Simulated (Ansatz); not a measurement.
Elements on the sites of an ideal diamond lattice, at a guessed lattice constant:

```yaml
crystal:
  lattice:
    - [-4.00096, -4.00096, 0.00000]
    - [0.00000, 4.00096, 4.00096]
    - [-4.00096, 4.00096, -4.00096]
  atoms:
    - { symbol: C, position: [0.50000, 0.00000, 0.00000] }
    - { symbol: C, position: [0.00000, 0.00000, 0.00000] }
    - { symbol: C, position: [0.83333, 0.16667, 0.66667] }
    - { symbol: C, position: [0.33333, 0.16667, 0.66667] }
    - { symbol: C, position: [0.66667, 0.33333, 0.33333] }
    - { symbol: C, position: [0.16667, 0.33333, 0.33333] }
    - { symbol: C, position: [0.50000, 0.50000, 0.00000] }
    - { symbol: C, position: [0.00000, 0.50000, 0.00000] }
    - { symbol: C, position: [0.83333, 0.66667, 0.66667] }
    - { symbol: C, position: [0.33333, 0.66667, 0.66667] }
    - { symbol: C, position: [0.33333, 0.16667, 0.91667] }
    - { symbol: C, position: [0.83333, 0.16667, 0.91667] }
    - { symbol: C, position: [0.66667, 0.33333, 0.58333] }
    - { symbol: C, position: [0.16667, 0.33333, 0.58333] }
    - { symbol: C, position: [0.00000, 0.50000, 0.25000] }
    - { symbol: C, position: [0.33333, 0.66667, 0.91667] }
    - { symbol: C, position: [0.66667, 0.83333, 0.58333] }
    - { symbol: C, position: [0.50000, 0.00000, 0.25000] }
    - { symbol: C, position: [0.00000, 0.00000, 0.25000] }
    - { symbol: Si, position: [0.66667, 0.83333, 0.33333] }
    - { symbol: Si, position: [0.16667, 0.83333, 0.33333] }
    - { symbol: Si, position: [0.50000, 0.50000, 0.25000] }
    - { symbol: Si, position: [0.83333, 0.66667, 0.91667] }
    - { symbol: Si, position: [0.16667, 0.83333, 0.58333] }
```

Cell and atoms were relaxed without symmetry on coarser meshes and computed once more. Theory: DFT PBE, scalar-relativistic, plane waves, PAW (Ansatz 0.2.0).

Cutoff 420 eV; k points 7×7×5 on the computed 24-atom cell (Γ-centred); Gaussian smearing, width 0.02 eV; no spin polarisation.

The relaxation ran on 3×3×2 (shifted) and then 4×4×3 k points with a smearing of 0.1 eV, from sites shaken by 0.02 Å.

Question: What does the relaxation give?

Answer: A volume of 7.83 Å³/atom and a gap on the mesh of 0.81 eV. It lies 0.68 eV/atom above the elements' standard states (static lattices, no corrections for gases). The atoms leave their sites by 0.18 Å (root mean square) and 0.30 Å at most, and the cell stretches by up to 1.2 % at fixed volume.

```yaml
crystal:
  lattice:
    - [-3.96016, -3.93897, -0.01664]
    - [-0.02944, 3.98506, 4.02368]
    - [-3.96728, 3.92946, -3.93866]
  atoms:
    - { symbol: C, position: [0.52346, 0.02639, 0.99007] }
    - { symbol: C, position: [0.01745, 0.03907, 0.99358] }
    - { symbol: C, position: [0.83752, 0.17007, 0.68420] }
    - { symbol: C, position: [0.34249, 0.19222, 0.67383] }
    - { symbol: C, position: [0.68684, 0.31646, 0.33201] }
    - { symbol: C, position: [0.14094, 0.32289, 0.34899] }
    - { symbol: C, position: [0.46778, 0.47821, 0.98856] }
    - { symbol: C, position: [0.00808, 0.47493, 0.00579] }
    - { symbol: C, position: [0.80215, 0.64481, 0.65388] }
    - { symbol: C, position: [0.33802, 0.64724, 0.69017] }
    - { symbol: C, position: [0.33757, 0.18607, 0.90429] }
    - { symbol: C, position: [0.84402, 0.17749, 0.91108] }
    - { symbol: C, position: [0.66412, 0.32934, 0.58429] }
    - { symbol: C, position: [0.16030, 0.32753, 0.59313] }
    - { symbol: C, position: [0.99089, 0.46278, 0.24612] }
    - { symbol: C, position: [0.32451, 0.63845, 0.91908] }
    - { symbol: C, position: [0.65803, 0.83009, 0.61400] }
    - { symbol: C, position: [0.52697, 0.03567, 0.21418] }
    - { symbol: C, position: [0.02311, 0.04309, 0.22787] }
    - { symbol: Si, position: [0.68635, 0.87261, 0.34075] }
    - { symbol: Si, position: [0.17540, 0.83573, 0.29314] }
    - { symbol: Si, position: [0.48375, 0.46553, 0.25113] }
    - { symbol: Si, position: [0.83150, 0.66568, 0.92102] }
    - { symbol: Si, position: [0.17137, 0.83392, 0.60313] }
```

An odd mesh misses points on the zone edge, so a gap read on it can be too wide.

Cost: 2 runs of about 7.2 core-minutes in all (earlier runs that led there not counted), on Intel Xeon Platinum 8259CL (Skylake/Cascade Lake) (shared hosts).